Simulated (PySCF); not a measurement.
Molecule: `InChI=1S/C5H6O/c1-3-5(2)4-6/h1,6H,2,4H2`.

Geometry:
```tsv
atom	x (Å)	y (Å)	z (Å)
C1	2.579	-0.685	-1.090
C2	1.573	-0.167	-0.649
C3	0.352	0.383	-0.152
C4	0.280	1.610	0.386
C5	-0.871	-0.506	-0.286
O6	-2.002	-0.016	0.362
H7	3.477	-1.130	-1.477
H8	-0.685	1.994	0.726
H9	1.163	2.244	0.479
H10	-1.122	-0.593	-1.356
H11	-0.598	-1.527	0.047
H12	-1.826	-0.023	1.310
```

Geometry PBE0-D3(BJ)/def2-SVP throughout; GIAO in PySCF 2.14, gas phase, one conformer, non-relativistic; equivalent atoms averaged; functional PBE0.

(1) How do the absolute shieldings σ depend on the basis set? (a selection of nuclei; ppm; last column core-seconds on shared hosts with different chips, so compare them loosely)

(2) Which nucleus among those listed moves most, in ppm?

(3) Taking the largest basis, IGLO-III (270 functions), as the yardstick, rank the others by their worst heavy-atom deviation.

## Answers

(1) 
```
    basis set  functions     C4     C3     C1     C2     C5     O6     H9     H7  H10/H11  core-s
       STO-3G         36  124.0  125.0  153.8  171.9  178.6  348.2  26.94  29.00    29.97     2.7
        6-31G         66   78.5   68.6  117.1  122.2  136.1  298.5  26.55  29.48    28.31     4.9
     pcSseg-0         66   55.6   51.2   97.2  104.8  122.2  310.2  26.66  29.54    28.28     3.4
       6-31G*         96   74.9   66.0  114.3  121.1  131.1  304.1  26.28  29.16    27.84     6.8
     def2-SVP        114   71.4   60.4  110.8  115.6  130.5  311.7  25.61  28.53    27.42     7.9
      cc-pVDZ        114   73.8   60.7  113.4  118.5  132.3  309.9  25.54  28.38    27.22     6.7
  aug-cc-pVDZ        192   74.0   58.8  114.8  117.5  130.1  301.8  25.42  28.34    27.16      15
6-311+G(2d,p)        198   60.6   45.3   99.8  103.0  119.2  293.3  25.62  28.53    27.32      18
    def2-TZVP        222   59.7   43.8  100.2  102.9  118.0  296.2  25.57  28.47    27.34      22
      cc-pVTZ        264   61.1   46.2  100.6  103.9  119.5  298.5  25.38  28.32    27.16      22
     IGLO-III        270   53.5   37.6   94.8   98.5  114.2  292.6  25.47  28.33    27.19      23
```

(2) C3 (fully substituted alkene carbon): from 37.6 ppm with IGLO-III to 125.0 ppm with STO-3G. The smallest spread is 1.22 ppm, at H7. Proton shifts span only some 12 ppm, so a few tenths of a ppm matter as much there as several ppm in carbon.

(3) def2-TZVP 6.2 ppm (222 functions), 6-311+G(2d,p) 7.7 ppm (198 functions), cc-pVTZ 8.6 ppm (264 functions), pcSseg-0 17.6 ppm (66 functions), aug-cc-pVDZ 21.2 ppm (192 functions), def2-SVP 22.8 ppm (114 functions), cc-pVDZ 23.1 ppm (114 functions), 6-31G* 28.5 ppm (96 functions), 6-31G 31.0 ppm (66 functions), STO-3G 87.4 ppm (36 functions).

A small basis that lands close on one nucleus may do so by chance; judge by the trend and by all nuclei.
